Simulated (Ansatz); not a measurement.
`[N]=N` radical. Charge 0, multiplicity 2.

Q: List the harmonic frequencies (cm⁻¹, unscaled) at PBE0-D4/def2-TZVP in Ansatz. (Estimate.)

A: The calculation gave: 1115, 1916, 2825.

Q: Is this a minimum?

A: Yes, all 3 modes are real.

Q: Give the ideal-gas thermochemistry at 298.15 K and 1 bar (rigid rotor, harmonic oscillator; point group Cs, symmetry number 1).

A: Zero-point energy 35.0 kJ/mol; H(298) − E = 45.0 kJ/mol; entropy 224.2 J/(mol·K), of which translation 150.9, rotation 67.4, vibration 0.3, electronic 5.8; G(298) − E = -21.9 kJ/mol.

Q: Rotational constants (cm⁻¹)?

A: 22.25, 1.574, 1.47.
